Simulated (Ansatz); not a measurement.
System: C₂F₃, charge 0, multiplicity 2. It need not be the lowest isomer of its formula. SMILES: F[C]=C(F)F
Geometry from a B3LYP-D3(BJ)/def2-TZVP (Ansatz, a first-principles code) optimisation:
```
C
C 1 1.3115
F 2 1.3045 1 129.75
F 1 1.3195 2 123.31 3 180.00
F 1 1.3269 2 124.94 3 0.00
```
Charge 0, spin multiplicity 2.

Parts of the frozen-core correlation energy in STO-3G (Ansatz, hartree). Frozen orbitals: 5; correlated occupied orbitals by spin: 15 and 14; virtual: 5 and 6. UHF or UKS for open shells. No spin-orbit coupling. No relativistic terms.

```csv
term,value
reference (HF),-368.80445
MP2 opposite-spin,-0.10288
MP2 same-spin,-0.02604
CCSD correlation,-0.17836
(T),-0.00706
T1 diagnostic,0.034
largest doubles amplitude,0.180
<S^2> of the reference,1.061
```
